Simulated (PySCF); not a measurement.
# ClH₆⁻: singlet, from a PBE0 minimum start

The task is one start of a wider search on ClH₆⁻: the singlet, from a PBE0 minimum start. It is relaxed, tested by its Hessian and followed downhill if it is a saddle.

The runs use PySCF 2.14.0; PBE0, basis Cl def2-TZVPD, H def2-TZVPD, no relativity, density fitting.

## 1. The starting structure

7 atoms, charge -1, spin multiplicity 1.

Bond lengths: Cl1–H2 1.553 Å, Cl1–H3 1.553 Å, Cl1–H4 1.553 Å, Cl1–H5 1.553 Å, Cl1–H6 1.553 Å, Cl1–H7 1.553 Å. Angles: H2–Cl1–H3 180.0°, H2–Cl1–H4 90.0°, H2–Cl1–H5 90.0°, H2–Cl1–H6 90.0°, H2–Cl1–H7 90.0°, H3–Cl1–H4 90.0°, H3–Cl1–H5 90.0°, H3–Cl1–H6 90.0°, H3–Cl1–H7 90.0°, H4–Cl1–H5 90.0°, H4–Cl1–H6 180.0°, H4–Cl1–H7 90.0°, H5–Cl1–H6 90.0°, H5–Cl1–H7 180.0°, H6–Cl1–H7 90.0°.

```xyz
7
charge -1 multiplicity 1
Cl    0.0000    0.0000    0.0000
H     0.0000    0.0000    1.5526
H     0.0000    0.0000   -1.5526
H     1.5526    0.0000    0.0000
H     0.0000    1.5526    0.0000
H    -1.5526    0.0000    0.0000
H     0.0000   -1.5526    0.0000
```

## 2. Finding the electronic state

The steps below are one call of a driver around PySCF. For each, scf.py gives the equivalent set-up of the SCF; relaxations use the driver's own optimiser. After this first run the driver tries any further starts and a stability analysis.

The input, scf.py:

```python
from pyscf import gto, scf, dft
mol = gto.M(atom='''
Cl     0.000000     0.000000     0.000000
H      0.000000     0.000000     1.552610
H     -0.000000    -0.000000    -1.552610
H      1.552610    -0.000000    -0.000000
H      0.000000     1.552610    -0.000000
H     -1.552610     0.000000     0.000000
H     -0.000000    -1.552610     0.000000''',
    basis={'Cl': 'def2-TZVPD', 'H': 'def2-TZVPD'},
    charge=-1, spin=0)
mf = dft.RKS(mol, xc='PBE0')
mf.grids.atom_grid = (50, 194)
aux = {'Cl': 'def2-universal-JKFIT', 'H': 'def2-universal-JKFIT'}
mf = mf.density_fit(auxbasis=aux)
mf.conv_tol = 1e-08
mf.diis_space = 10
mf.max_cycle = 60
mf.init_guess = 'minao'
mf.verbose = 4
mf.kernel()
```

Run with:

```bash
OMP_NUM_THREADS=2 python axn.py task.json out
```

The runs that follow: PBE0 minimum start, singlet: relaxation; Is it a minimum? Harmonic modes.

Before running it: what results should come out? Wanted: minimum; geometry; wavenumbers; dipole moment; highest occupied, lowest empty level; polar-tensor charge of Cl1; zero-point energy.

The runs gave:

```
                            quantity                                                                value
                             minimum                                                          singlet, Oh
                            geometry            Cl–H 1.553 Å (×6); H–Cl–H 90.0° (×12), H–Cl–H 180.0° (×3)
                  wavenumbers (cm⁻¹)  659 (t2g), 707 (t1u), 1081 (t2u), 1262 (t1u), 1484 (a1g), 1759 (eg)
      dipole moment (centre of mass)                                                               0.00 D
highest occupied, lowest empty level                                                       -0.02, 3.71 eV
          polar-tensor charge of Cl1                                                              +1.92 e
                   zero-point energy                                                          96.5 kJ/mol
                 entropy at 298.15 K                                                      215.2 J/(mol K)
```

What this shows: The molecule stays Oh, as typed, and the end point is a minimum. In the infrared the band at 707 cm⁻¹ (t1u, stretch) leads. Only this shape and spin were tried, so other structures or states may lie lower.
